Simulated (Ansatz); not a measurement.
# F2H3Si: the cost of one run

All numbers below are computed with Ansatz 0.2.0 (UKS B3LYP/def2-SVP).

### Step 1. The structure to begin with

Bond lengths: Si1–F2 1.840 Å, Si1–H3 1.460 Å, Si1–H4 1.459 Å, Si1–H5 1.459 Å. Angles: F2–Si1–H3 109.5°, F2–Si1–H4 109.5°, F2–Si1–H5 109.5°, H3–Si1–H4 109.5°, H3–Si1–H5 109.5°, H4–Si1–H5 109.5°.

As a file:

```xyz
6

Si    0.0000    0.0000    0.0000
F     0.0000    0.0000    1.8400
H     1.3768    0.0000   -0.4862
H    -0.6877    1.1914   -0.4862
H    -0.6877   -1.1914   -0.4862
F     0.0000    0.0000    3.2800
```

### Step 2. A restrained relaxation towards end A

Springs on the bonds that form and break draw the guess towards this end; the thresholds are loose.

The input, input.yaml:

```yaml
crystal:
  periodic: [false, false, false]
  atoms:
    - { symbol: Si, position_ang: [0.0, 0.0, 0.0] }
    - { symbol: F, position_ang: [0.0, 0.0, 1.84] }
    - { symbol: H, position_ang: [1.3768, 0.0, -0.4862] }
    - { symbol: H, position_ang: [-0.6877, 1.1914, -0.4862] }
    - { symbol: H, position_ang: [-0.6877, -1.1914, -0.4862] }
    - { symbol: F, position_ang: [0.0, 0.0, 3.28] }
magnetization:
  spin_polarized: true
  initial_magnetization: 1
basis:
  gaussian: { orbitals: def2-SVP }
hamiltonian:
  xc: b3lyp
relax:
  f_tol: 0.15
  max_steps: 25
  restrain:
    - { distance: [1, 5], at: 2.34, k: 30.0 }
    - { distance: [0, 1], at: 1.59, k: 30.0 }
```

Run with:

```sh
> ansatz run input.yaml --threads 1 --pin off --max-ram 2048MiB --backend cpu --events-out ev --progress --plain --runs-dir out
```

**Question.** How long does this run take on 1 thread of Arm Neoverse V1, shared host, and how much memory does it need?

About 19 s, with a peak of 0.14 GiB.
